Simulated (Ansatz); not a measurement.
Two shapes of singlet C2H3N.

Shape 1:

```xyz
6

C    -0.0054   -0.0155   -1.2220
C     0.0196    0.0424    0.2962
N     0.0197   -0.0454    1.4422
H    -0.0057   -1.0570   -1.5982
H    -0.8824    0.4746   -1.5293
H     0.8824    0.4850   -1.5936
```

Shape 2:

```xyz
6

C     0.0000    0.0000   -1.1748
C     0.0000    0.0000    0.2783
N     0.0000    0.0000    1.4351
H     0.0000   -1.0314   -1.5557
H    -0.8932    0.5157   -1.5557
H     0.8932    0.5157   -1.5557
```

Basis set: cc-pVTZ (spherical functions). Frozen core: 3 orbitals. Charge 0, multiplicity 1.

Computed with Ansatz (development build ahead of 0.2.0); each method stands on the lowest determinant of its kind that the runs found.

Problem. Which shape is lower in energy, and by how much in each method?

Solution.

| method | E(2) − E(1) (eV) |
| --- | --- |
| RHF | -0.067 |
| RHF-MP2 | -0.124 |

Shape 2 is lower.
